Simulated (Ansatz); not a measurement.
Molecule (SMILES): O[O] (O-OH), doublet.
Atoms: O1, O2, H3. Bonds: O1-O2, O2-H3.

Basis-set convergence of the lowest harmonic wavenumber at HF with Ansatz (a first-principles code). Each level at its own minimum, finite differences of forces, unscaled; the reference is a large set that could be run, not a limit. All functions are spherical. The program fits the integrals of some runs and decomposes those of others, by size. Core-valence sets carry the plain set on hydrogen. Open shells are unrestricted. No added dispersion term, no relativity. Reference: the value in def2-QZVPPD, 1266 cm⁻¹. Deviations are taken from unrounded values.

| basis | functions | lowest harmonic wavenumber (cm⁻¹) | minus reference (cm⁻¹) |
|---|---|---|---|
| def2-SV(P) | 30 | 1276 | 10 |
| cc-pVDZ | 33 | 1233 | -33 |
| def2-SVP | 33 | 1276 | 10 |
| pcseg-1 | 33 | 1211 | -54 |
| 6-311G** | 42 | 1268 | 2 |
| 6-311+G** | 50 | 1268 | 3 |
| def2-SVPD | 54 | 1282 | 16 |
| aug-cc-pVDZ | 55 | 1251 | -14 |
| aug-pcseg-1 | 55 | 1250 | -16 |
| pcseg-2 | 74 | 1259 | -6 |
| def2-TZVPP | 76 | 1260 | -6 |
| def2-TZVPD | 89 | 1260 | -5 |
| jun-cc-pV(T+d)Z | 92 | 1260 | -6 |
| 6-311++G(3df,3pd) | 96 | 1276 | 10 |
| cc-pCVTZ | 100 | 1260 | -6 |
| aug-cc-pVTZ | 115 | 1257 | -8 |
| cc-pVQZ | 140 | 1264 | -1 |
| def2-QZVPP | 144 | 1265 | 0 |
